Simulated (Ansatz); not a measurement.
1T (CdI2-type) PtSe₂ was calculated with PBE-D4 (Ansatz, a quantum-chemistry and plane-wave program, plane waves, PAW).

Run with plane-wave cutoff 520 eV, 12×12×8 k mesh (along the axes of the cell as run), Fermi–Dirac smearing 0.01 eV, scalar-relativistic PAW data made under PBE.

Cell (relaxed at this level):

```cif
data_PtSe2
_chemical_formula_sum 'Pt1 Se2'
_space_group_name_H-M_alt 'P 1'
_space_group_IT_number 1
_cell_length_a 3.77264
_cell_length_b 3.77264
_cell_length_c 4.82135
_cell_angle_alpha 90.000
_cell_angle_beta 90.000
_cell_angle_gamma 120.000
loop_
_space_group_symop_operation_xyz
  'x, y, z'
loop_
_atom_site_label
_atom_site_type_symbol
_atom_site_fract_x
_atom_site_fract_y
_atom_site_fract_z
_atom_site_occupancy
Pt1 Pt 0.00000 0.00000 0.00000 1
Se1 Se 0.33333 0.66667 0.26566 1
Se2 Se 0.66667 0.33333 0.73434 1
```

Question: Estimate the bulk modulus and pressure derivative B′ of the bulk modulus that the calculation returns.

Answer: 
* **bulk modulus**: 59.1 GPa
* **pressure derivative B′ of the bulk modulus**: 12.0

The run finds no gap.

Note: the bulk modulus comes from volumes at which shape and atoms were relaxed.

Spin–orbit coupling is not included; it can open a gap where bands touch, and shift volumes and moduli.

Computed values are for the static lattice.

The result took roughly 8 core-minutes.
